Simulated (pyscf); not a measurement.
This saddle point was located with ωB97X-D3(BJ)/def2-SVP in PySCF.

```xyz
7

N     -2.3657     0.2335     0.0900
Si    -0.9178    -0.3075    -0.1557
Cl    -0.5373    -2.2726    -0.4694
H     -2.7419     1.1546     0.2631
H      0.4296     0.1385     0.6710
F      0.2563     0.4490    -1.3844
H      0.7057     0.4449    -0.3319
```

Surface: singlet, charge 0. Lowest wavenumbers (cm⁻¹): 1207i, 199, 259, 314, 407.

### Question
Which two sides does it connect, and which bonds change?

### Answer
HN=SiH–Cl (SMILES N=[SiH]Cl) + HF (SMILES F) ⇌ HN=Si(F)–Cl (SMILES N=[Si](F)Cl) + H₂ (SMILES [H][H]), a four-centre exchange read from left to right: H–Si, F–H broken and F–Si, H–H formed. At ωB97M-D3(BJ)/def2-TZVP it lies +17.0 kcal/mol from the left side and +41.3 kcal/mol from the right (each side as separated species at their lowest minima found). The same reactants have a lower exit, to HN=SiH–F + HCl (barrier +6.0 kcal/mol at ωB97M-D3(BJ)/def2-TZVP, against +17.0 kcal/mol here). HN=SiH–Cl lies 26.4 kcal/mol over its isomer H₂N–Si:–Cl [singlet] (electronic energy, ωB97M-D3(BJ)/def2-TZVP). This is the saddle that the search found; another between the same sides may lie lower.
